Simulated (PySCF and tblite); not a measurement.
Results of a calculation; reference values are marked as such.
C₄H₈O, numbered as in [OH:1][CH2:2][CH:3]1[CH2:4][CH2:5]1.

Conformers came from 90 starts (ETKDG and KDG, MMFF94s, GFN2-xTB); geometries are PBE0-D3(BJ)/def2-SVP. Weights use B3LYP-D3(BJ)/def2-TZVP (IEF-PCM, chloroform) energies plus GFN2-xTB zero-point and thermal terms (modes under about 100 cm⁻¹ blended into free rotors). Symmetry numbers and mirror images are counted. Conformers within 3 kcal/mol (GFN2-xTB free energy) were kept, 8 at most. (PySCF 2.14, tblite 0.8.)

Torsions listed: H1–O1–C2–C3, O1–C2–C3–C4. Of a mirror pair one member is shown.

```
conformer        shape   symmetry  E(GFN2) kcal/mol
        1   -176°, 36°         Cs              2.65
        2  -174°, -81°  C1 (pair)              2.18
        3     72°, 36°  C1 (pair)              1.47
        4   -58°, -75°  C1 (pair)              0.49
        5   -51°, 152°  C1 (pair)              0.00
```

Q: Which of these conformers is the most populated at 298.15 K, and with what share?

A: Conformer 5, about 57 %.

Q: Give the DFT energies and free energies relative to the lowest, and all weights.

A: 
| conformer | shape | E(DFT) kcal/mol | G(298.15 K) kcal/mol | weight % |
| --- | --- | --- | --- | --- |
| 1 | -176°, 36° | 2.06 | 2.25 | 1.3 |
| 2 | -174°, -81° | 0.98 | 0.73 | 16.8 |
| 3 | 72°, 36° | 1.47 | 1.47 | 4.8 |
| 4 | -58°, -75° | 0.72 | 0.64 | 19.6 |
| 5 | -51°, 152° | 0.00 | 0.00 | 57.5 |

Q: How does its share change from 250 K to 373.15 K?

A: From 64 % to 50 %; the mixing entropy goes from 3.39 to 3.85 cal/(mol K).
